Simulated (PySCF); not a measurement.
Compound: C4H8F2.
Geometry (GFN2-xTB, Å), atoms numbered from 1 in this order:
```xyz
14
C4H8F2 angstrom
C     -0.5343   -1.3566    0.2426
C     -0.1258   -0.0382   -0.4086
C      1.3886    0.1615   -0.3403
F      1.8241    0.1119    0.9622
C     -0.8378    1.1332    0.2662
F     -0.6528    2.2832   -0.4638
H     -1.6112   -1.4937    0.1878
H     -0.0522   -2.1900   -0.2623
H     -0.2346   -1.3664    1.2878
H     -0.4042   -0.0422   -1.4675
H      1.6747    1.1417   -0.7331
H      1.9182   -0.6302   -0.8787
H     -1.9177    0.9651    0.3190
H     -0.4358    1.3202    1.2664
```

A PySCF run (density fitting, gas phase, GFN2-xTB geometry) gave HOMO -9.20 eV, LUMO 0.64 eV, dipole 2.02 D and E = -356.298 Eh.

Question: Which of these levels was it?
A. PBE0/MINI
B. CAM-B3LYP/def2-SVPD
C. PBE0/pcSseg-1
D. PBE0/def2-SVPD
E. OPBE/6-31G*

Answer: D. It is PBE0/def2-SVPD. All candidates on this geometry:

```tsv
level and settings	kind	basis functions	SCF cycles	E (Eh)	HOMO (eV)	LUMO (eV)	dipole (D)
OPBE/6-31G*, grid level 4	GGA	100	13	-356.7325	-7.04	1.91	1.64
PBE0/def2-SVPD	global hybrid	190	12	-356.2979	-9.20	0.64	2.02
PBE0/pcSseg-1	global hybrid	142	12	-356.5040	-9.08	1.36	1.96
CAM-B3LYP/def2-SVPD, grid level 3	range-separated hybrid	190	12	-356.5416	-10.69	1.26	2.08
PBE0/MINI	global hybrid	38	11	-353.9116	-9.40	3.45	1.45
```

The nearest other candidate, by the summed differences of HOMO and LUMO, is PBE0/pcSseg-1: its HOMO differs by +0.12 eV and its LUMO by +0.72 eV. Cycle counts include a coarse-grid stage where the run had one. All basis functions are spherical, in the Pople sets too.
